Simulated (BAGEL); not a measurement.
# NEVPT2(6,7)/6-31G(d) (density fitting with qzvpp-jkfit, spherical functions) run of [SiH3]+ (SMILES [SiH3+])

What is the vertical ionisation energy of [SiH3]+ at NEVPT2(6,7)/6-31G* (density fitting with qzvpp-jkfit, spherical functions)? 

The results are computed with BAGEL 1.2.2.

2 further runs of the same task are left out: 2 that didn't finish.

### Step 1. The molecule

The species is [SiH3]+ (4 atoms), meant as a singlet with charge +1. As SMILES, `[SiH3+]`. The coordinates come from a PBE0-D4/def2-TZVP relaxation.

Bond lengths: Si1–H2 1.472 Å, Si1–H3 1.472 Å, Si1–H4 1.472 Å. Angles: H2–Si1–H3 120.0°, H2–Si1–H4 120.0°, H3–Si1–H4 120.0°.

### Step 2. A single-point energy at NEVPT2(6,7)/6-31G(d) (density fitting with qzvpp-jkfit, spherical functions)

input.json

```json
{ "bagel": [

{
  "title": "molecule",
  "basis": "6-31gs.json",
  "df_basis": "qzvpp-jkfit",
  "angstrom": true,
  "geometry": [
    { "atom": "Si", "xyz": [       0.000000,       0.000000,       0.000000 ] },
    { "atom": "H", "xyz": [       0.686900,       0.675400,       1.113000 ] },
    { "atom": "H", "xyz": [      -0.118400,      -1.467200,      -0.009900 ] },
    { "atom": "H", "xyz": [      -0.568500,       0.791700,      -1.103100 ] }
  ]
},

{ "title": "hf", "charge": 1 },

{ "title": "casscf", "nstate": 1, "nact": 7, "nclosed": 5, "charge": 1, "nspin": 0, "maxiter": 200, "natocc": true },

{
  "title": "nevpt2",
  "nstate": 1,
  "nact": 7,
  "nclosed": 5,
  "charge": 1,
  "nspin": 0,
  "maxiter": 200,
  "natocc": true,
  "ncore": 5
}

]}
```

The basis set 6-31G* is read from a file made from the Basis Set Exchange's data (not shown).

Launch:

```console
$ BAGEL_NUM_THREADS=1 BAGEL input.json > input.out
```

Output:

```text
* using 1 threads per process

  ===============================================================
  ===============================================================

  *** Geometry ***

  { "atom" : "Si", "xyz" : [      0.000000,      0.000000,      0.000000 ] },
  { "atom" : "H", "xyz" : [      1.298053,      1.276321,      2.103265 ] },
  { "atom" : "H", "xyz" : [     -0.223744,     -2.772606,     -0.018708 ] },
  { "atom" : "H", "xyz" : [     -1.074309,      1.496096,     -2.084557 ] },

  Number of auxiliary basis functions:      182

  Since a DF basis is specified, we compute 2- and 3-index integrals:
    o Being stored without compression. Storage requirement is 0.001 GB

  Number of basis functions:       24
  Number of electrons      :       17

    * METHOD: MOLECULE                             0.02

  *** RHF ***

  === Nuclear Repulsion ===
    15.7214500870

[... 8 lines left out ...]
    * SCF iteration converged.
[... 1 line left out ...]
    * Permanent dipole moment:
[... 22 lines left out ...]
    * Second-order optimization converged. *
[... 1 line left out ...]
     guess   0:   closed 111....              open .......

  === FCI iteration ===

      0  0      -290.32702608     7.62e-03      0.00
      1  0      -290.37473859     1.88e-03      0.00
      2  0      -290.37674539     3.94e-04      0.00
[... 10 lines of this table left out ...]
     13  0 *    -290.37683023     3.19e-11      0.00

     * ci vector, state   0, <S^2> = -0.0000
       222....    -0.9823307212
       2.22...     0.0603359727
       22.2...     0.0551723036
       22...2.     0.0547533814
       2.2.2..     0.0504783028

    * METHOD: CASSCF                               0.77

    * freezing 5 orbitals

  === DF-NEVPT2 calculation ===

    * 3-index integral transformation done
    * assembly done

      NEVPT2 correlation energy:   -0.0227233172      0.00

          (+0)      0.0000000000
          (+0)'     0.0000000000
          (+1)      0.0000000000
          (+1)'     0.0000000000
          (+2)      0.0000000000
          (-1)      0.0000000000
          (-1)'    -0.0108999827
          (-2)     -0.0118233344

      NEVPT2 total energy:       -290.3995535504

    * METHOD: NEVPT2                               1.07

  ===============================================================
```

It took 2.1 s on 1 thread of Intel Xeon Platinum 8488C (Sapphire Rapids), shared host; peak memory 0.2 GiB.

### Step 3. Doublet [SiH3]2+ at the same level

input.json

```json
{ "bagel" : [

{
  "title" : "molecule",
  "basis" : "6-31gs.json",
  "df_basis" : "qzvpp-jkfit",
  "angstrom" : true,
  "geometry" : [
    { "atom" : "Si", "xyz" : [    0.000000,    0.000000,    0.000000 ] },
    { "atom" : "H", "xyz" : [    0.686900,    0.675400,    1.113000 ] },
    { "atom" : "H", "xyz" : [   -0.118400,   -1.467200,   -0.009900 ] },
    { "atom" : "H", "xyz" : [   -0.568500,    0.791700,   -1.103100 ] }
  ]
},
{
  "title" : "hf",
  "charge" : 3
},
{
  "title" : "casscf",
  "nstate" : 1,
  "nact" : 7,
  "nclosed" : 5,
  "charge" : 2,
  "nspin" : 1,
  "maxiter" : 200,
  "natocc" : true
},
{
  "title" : "nevpt2",
  "nstate" : 1,
  "nact" : 7,
  "nclosed" : 5,
  "charge" : 2,
  "nspin" : 1,
  "maxiter" : 200,
  "natocc" : true,
  "ncore" : 5
}

]}
```

The basis set 6-31G* is read from a file made from the Basis Set Exchange's data (not shown).

Launch:

```console
$ BAGEL_NUM_THREADS=1 BAGEL input.json > input.out
```

Output:

```text
* using 1 threads per process

  ===============================================================
  ===============================================================

  *** Geometry ***

  { "atom" : "Si", "xyz" : [      0.000000,      0.000000,      0.000000 ] },
  { "atom" : "H", "xyz" : [      1.298053,      1.276321,      2.103265 ] },
  { "atom" : "H", "xyz" : [     -0.223744,     -2.772606,     -0.018708 ] },
  { "atom" : "H", "xyz" : [     -1.074309,      1.496096,     -2.084557 ] },

  Number of auxiliary basis functions:      182

  Since a DF basis is specified, we compute 2- and 3-index integrals:
    o Being stored without compression. Storage requirement is 0.001 GB

  Number of basis functions:       24
  Number of electrons      :       17

    * METHOD: MOLECULE                             0.02

  *** RHF ***

  === Nuclear Repulsion ===
    15.7214500870

[... 8 lines left out ...]
    * SCF iteration converged.
[... 1 line left out ...]
    * Permanent dipole moment:
[... 22 lines left out ...]
    * Second-order optimization converged. *
[... 5 lines left out ...]
      0  0      -289.57120613     9.51e-03      0.00
      1  0      -289.62797151     3.24e-03      0.00
      2  0      -289.63273484     8.49e-04      0.00
[... 16 lines of this table left out ...]
     19  0 *    -289.63308060     2.91e-11      0.00

     * ci vector, state   0, <S^2> = 0.7500
       22a....     0.9688461591
       2aba...     0.1300958772
       2.a2...     0.0695858681
       2.2..a.    -0.0685868006
       2aab...     0.0650529972
       2baa...     0.0650428801
       .2a...2     0.0601751604
       .2a.2..     0.0537236643

    * METHOD: CASSCF                               1.40

    * freezing 5 orbitals

  === DF-NEVPT2 calculation ===

    * 3-index integral transformation done
    * assembly done

      NEVPT2 correlation energy:   -0.0172226015      0.00

          (+0)      0.0000000000
          (+0)'     0.0000000000
          (+1)      0.0000000000
          (+1)'     0.0000000000
          (+2)      0.0000000000
          (-1)      0.0000000000
          (-1)'    -0.0101457731
          (-2)     -0.0070768283

      NEVPT2 total energy:       -289.6503032047

    * METHOD: NEVPT2                               0.99

  ===============================================================
```

It took 2.6 s on 1 thread of Intel Xeon Platinum 8488C (Sapphire Rapids), shared host; peak memory 0.2 GiB.

### Step 4. Summary of results

At NEVPT2(6,7)/6-31G* (density fitting with qzvpp-jkfit, spherical functions), 5 core orbitals frozen:

| quantity | value |
| --- | --- |
| singlet [SiH3]+: total energy | -290.39955 Eh |
| doublet [SiH3]2+: total energy | -289.65030 Eh |
| vertical ionisation energy (to the doublet dication) | 20.388 eV |

**Reading.** Removing an electron at fixed nuclei costs 20.39 eV (470 kcal/mol).
